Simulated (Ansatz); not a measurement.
System: CS₂, net charge -1, doublet state. SMILES of the parent species: S=C=S

Atoms: S1, C2, S3. Bonds: S1-C2, C2-S3.

Bond lengths (Å) and angles (degrees) optimised at HF/3-21G with Ansatz (a quantum-chemistry and plane-wave program); HF/6-31G* with Ansatz; B3LYP/LANL2DZ with Ansatz, each started from the B3LYP-D3(BJ)/def2-TZVP structure (Ansatz) of the last column. A row stands for all coordinates that are equal there. 6-31G* holds six Cartesian d functions. No wavenumbers were computed at B3LYP/LANL2DZ, so these may be saddle points.

| coordinate | HF/3-21G | HF/6-31G* | B3LYP/LANL2DZ | B3LYP-D3(BJ)/def2-TZVP |
|---|---|---|---|---|
| S1-C2 | 1.692 | 1.641 | 1.713 | 1.636 |
| S1-C2-S3 | 143.8 | 144.1 | 140.5 | 143.7 |

Mean signed difference of all 2 bond lengths from B3LYP-D3(BJ)/def2-TZVP: HF/3-21G 0.056 Å, HF/6-31G* 0.005 Å, B3LYP/LANL2DZ 0.077 Å.
